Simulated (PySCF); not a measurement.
Compound: C4H4FN.
SMILES: `Fc1ccc[nH]1`

Computed, not measured: PySCF 2.14.0, density-fitted response routines, TDDFT PBE0/def2-SVPD, vertical, gas phase, core orbitals frozen in the response. Geometry: GFN2-xTB; no solvent, vibrations or thermal averaging.

```json
{"state": "S1", "E (eV)": "5.79", "E (kJ/mol)": "558", "λ (nm)": "214.2", "f": "0.0018", "symmetry": "–", "main configurations (H = HOMO, L = LUMO)": "H→L (99%)"}
{"state": "S2", "E (eV)": "6.25", "E (kJ/mol)": "603", "λ (nm)": "198.4", "f": "0.012", "symmetry": "A″", "main configurations (H = HOMO, L = LUMO)": "H→L+2 (97%)"}
{"state": "S3", "E (eV)": "6.59", "E (kJ/mol)": "635", "λ (nm)": "188.3", "f": "0.138", "symmetry": "A′", "main configurations (H = HOMO, L = LUMO)": "H→L+1 (91%)"}
{"state": "S4", "E (eV)": "6.71", "E (kJ/mol)": "647", "λ (nm)": "184.8", "f": "0.0016", "symmetry": "–", "main configurations (H = HOMO, L = LUMO)": "H→L+3 (96%)"}
{"state": "S5", "E (eV)": "6.92", "E (kJ/mol)": "668", "λ (nm)": "179.1", "f": "0.0054", "symmetry": "A′", "main configurations (H = HOMO, L = LUMO)": "H→L+4 (55%), H-1→L+1 (40%)"}
{"state": "S6", "E (eV)": "7.04", "E (kJ/mol)": "679", "λ (nm)": "176.1", "f": "0.0008", "symmetry": "–", "main configurations (H = HOMO, L = LUMO)": "H-1→L (94%)"}
```

Triplets (Tamm–Dancoff): T1 4.40 eV, H→L+1 (95%); T2 5.52 eV, H→L+4 (76%), H-1→L+1 (21%).

The lowest singlet lies at 5.79 eV (214 nm, ultraviolet) and is very weak; its leading configuration is HOMO→LUMO (99%). The strongest level in the table is S3 at 6.59 eV (188 nm, f = 0.138). Löwdin shares by element: HOMO carbon 79% (atoms not listed hold the other 21%); LUMO hydrogen 33% or more, carbon 31% or more, nitrogen 11% (atoms not listed hold the other 25%). Weighted by f, the mean energy of these states is 6.57 eV. Of the 6 states listed, 2 reach f = 0.01 and none stays under 0.0005. The oscillator strengths of these states sum to 0.160; summed over the whole spectrum of an exact calculation they would give the number of electrons, 44 (Thomas–Reiche–Kuhn). Symmetry labels in Cs follow from the direction of the transition dipole and are given only for states with f of 0.002 or more. Only the lowest 6 singlets were computed, as vertical energies without vibronic structure.

Time: 12 s of wall time; peak memory 0.67 GiB. Hardware: one thread, Intel Xeon Platinum 8488C (x86_64), shared host.
